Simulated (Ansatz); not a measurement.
# AlH₂F+ (doublet): wave-function methods side by side, def2-TZVPP

The task here is to estimate one member of a computed series from the others.

Method: def2-TZVPP, core rule «outside noble gas», up to 6 orbitals frozen; program: Ansatz 0.2.0, Gaussian basis.

Plan: UHF; ROHF; CCSD(T) on UHF.

2 further runs of the same task are left out: 2 set aside as unsound or not needed.

## The geometry

The geometry is a PBE0/def2-TZVP stationary point (not a proven minimum) of the parent state, kept for this charge and spin.

4 atoms, charge 1, spin multiplicity 2.

Atoms are counted from 1 here; the program's logs count them from 0.

Bond lengths: Al1–F2 1.650 Å, Al1–H3 1.576 Å, Al1–H4 1.576 Å. Angles: F2–Al1–H3 117.0°, F2–Al1–H4 117.0°, H3–Al1–H4 126.0°.

Set-up of the first run:

in.yaml reads:

```yaml
crystal:
  periodic: [false, false, false]
  atoms:
    - {symbol: Al, position_ang: [0.000000, 0.000000, 0.623040]}
    - {symbol: F, position_ang: [0.000000, 0.000000, -1.026821]}
    - {symbol: H, position_ang: [0.000000, 1.404203, 1.338066]}
    - {symbol: H, position_ang: [0.000000, -1.404203, 1.338066]}
basis:
  gaussian: {orbitals: def2-TZVPP}
total_charge: 1
magnetization: {spin_polarized: true, initial_magnetization: 1}
hamiltonian: {xc: hf}
output: {orbitals: {seedname: orbitals}}
```

Command:

```sh
> ansatz run in.yaml --threads 1 --pin off --events-out ev --progress --plain --max-ram 4096MiB --backend cpu
```

Steps of the session up to this table: UHF; ROHF; CCSD(T) on UHF.

One of the session's tables, all rows but one given; the rest of the session is left out.

It belongs to the step «Misses and costs». 

```
  method  from UCCSD(T) (meV)
    ROHF              +9510.9
     UHF              +9186.9
    UMP2                    ?
   UCCSD               +265.3
UCCSD(T)                    0
```

Q: Estimate the row for UMP2 from the others.

**Answer.** from UCCSD(T) (meV): +660.9. In the column «from UCCSD(T) (meV)» it lies between UCCSD (+265.3) and UHF (+9186.9).

The program flags UCCSD(T) as in doubt (see the logs), so the zero of the table is itself unsure.

To keep in mind: The report flags that the cluster equations may have other roots. The program flags UCCSD(T) as in doubt, so the zero of the table is itself unsure.
